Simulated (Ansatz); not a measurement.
Species: AlCl$_{3}$, charge 0, multiplicity 1. 
Geometry from a B3LYP-D3(BJ)/def2-TZVP (Ansatz, a first-principles code) optimisation:
```
Al
Cl 1 2.0764
Cl 1 2.0764 2 120.00
Cl 1 2.0764 2 120.00 3 -180.00
```

Parts of the frozen-core correlation energy in STO-3G (Ansatz, hartree). Frozen orbitals: 20; correlated occupied orbitals by spin: 12 and 12; virtual: 4 and 4. No spin-orbit coupling. No relativistic terms.

| term | value |
|---|---|
| reference (HF) | -1603.02611 |
| MP2 opposite-spin | -0.02718 |
| MP2 same-spin | -0.00610 |
| CCSD correlation | -0.04061 |
| (T) | -0.00167 |
| FCI minus CCSD(T) | -0.00025 |
| T1 diagnostic | 0.008 |
| largest doubles amplitude | 0.039 |
